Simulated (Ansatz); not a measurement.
Worked example: correlation energy of GeH2, singlet

Geometry: displaced at random from a stationary point.

```xyz
3

Ge   -0.0006   -0.0306    0.0009
H    -0.0015    1.0741   -1.1438
H     0.0465    1.1334    1.0806
```

Basis cc-pVDZ; Ansatz 0.2.0. Only valence electrons are correlated (noble-gas cores and the filled d shells of p-block atoms frozen), which leaves 6 electrons in 23 orbitals. Prefix R: restricted or restricted open-shell reference. No spin–orbit coupling is included, and no scalar relativity.

Full CI is exact within this basis and frozen core; it isn't the basis-set limit.

Runs differ by some tens of microhartree through their thresholds, so steps under 0.03 kcal/mol mean nothing.

```json
{"level": "RHF", "total energy (hartree)": "-2076.443314"}
{"level": "RMP2", "total energy (hartree)": "-2076.527118"}
{"level": "RCCSD", "total energy (hartree)": "-2076.553453"}
{"level": "RCCSD(T)", "total energy (hartree)": "-2076.555446"}
{"level": "RCCSDT", "total energy (hartree)": "-2076.555954"}
{"level": "RCCSDT(Q)", "total energy (hartree)": "-2076.556035"}
{"level": "RCCSDTQ", "total energy (hartree)": "-2076.556054"}
{"level": "full CI", "total energy (hartree)": "-2076.556055"}
```

**Question.** What is the correlation energy at full CI, and what share of it do RMP2 and RCCSD(T) recover?

**Answer.** E(corr) = -2076.556055 − (-2076.443314) = -0.112741 hartree = -3.068 eV. RMP2: -0.083804 / -0.112741 = 74.33 %. RCCSD(T): -0.112132 / -0.112741 = 99.46 %.

**Question.** By how many kcal/mol does RCCSD(T) miss full CI (1 hartree = 627.509 kcal/mol), and which steps make up the rest?

**Answer.** -2076.555446 − (-2076.556055) = 0.000609 hartree = 0.38 kcal/mol. Steps: RCCSDT − RCCSD(T) = -0.32, RCCSDT(Q) − RCCSDT = -0.05, RCCSDTQ − RCCSDT(Q) = -0.01, full CI − RCCSDTQ = 0.00 kcal/mol. That is within 1 kcal/mol of the reference in this basis, which itself misses far more of the correlation at the basis-set limit.
